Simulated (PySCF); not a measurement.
TDDFT beside published excitation energies

Published values to compare with (the computed states carry no symmetry labels, so the two lists aren't matched line by line):

```csv
state,E (eV),f,kind of transition,source
3B2(π→π*),4.16,,band maximum or as reported,[1]
3B2(π→π*),4.34,,vertical absorption,[2]
3B2(π→π*),4.38,,vertical absorption,[3]
1B1(σ→π*),6.45,,band maximum or as reported,[1]
3B1(σ→π*),6.45,,vertical absorption,[3]
3B1(σ→π*),6.62,,vertical absorption,[2]
1B1(σ→π*),6.68,0.001,vertical absorption,[3]
1B2(π→π*),6.79,0.071,vertical absorption,[3]
1B1(σ→π*),6.90,,vertical absorption,[2]
1B2(π→π*),7.00,,band maximum or as reported,[1]
1B2(π→π*),7.10,,vertical absorption,[2]
```

[1] measured, gas; Loos, Scemama, Blondel, Garniron, Caffarel, Jacquemin (2018), arXiv:1807.02045, literature column
[2] computed, CC3/TZVP, gas; arXiv:2401.06101 (2024), CC3 reference column of Thiel's set
[3] computed, theoretical best estimate (aug-cc-pVTZ, frozen core, CC3 geometry), gas; Veril, Scemama, Caffarel, Lipparini, Boggio-Pasqua, Jacquemin, Loos, WIREs Comput. Mol. Sci. 2021, 11, e1517 (QUESTDB)

C3H4.
SMILES: `C1=CC1`

Level of theory: TDDFT wB97X-D/def2-SVPD, vertical, gas phase, core orbitals frozen in the response in PySCF. Geometry: GFN2-xTB; no solvent, vibrations or thermal averaging.

Computed singlets: 6.46 eV (f 0.075); 6.59 eV (f 0.001); 7.49 eV (f 0.009); 7.69 eV (f 0.000); 7.98 eV (f 0.042); 7.98 eV (f 0.000); 8.78 eV (f 0.011); 9.27 eV (f 0.090). Computed triplets (Tamm–Dancoff): 4.18, 6.20, 7.29 eV.

Question: How does the lowest computed singlet compare with the best estimate listed for the lowest singlet (vertical absorption)?

Answer: 6.46 eV against 6.68 eV for 1B1(σ→π*) [3]: a difference of -0.22 eV. Geometry and basis of the two calculations needn't be the same.

Question: How does the lowest computed triplet compare with the best estimate listed for the lowest triplet (vertical absorption)?

Answer: 4.18 eV against 4.38 eV for 3B2(π→π*) [3]: a difference of -0.20 eV. Geometry and basis of the two calculations needn't be the same.

A measured band maximum holds vibronic effects and, in solution, solvent shifts, so it needn't equal the vertical energy.
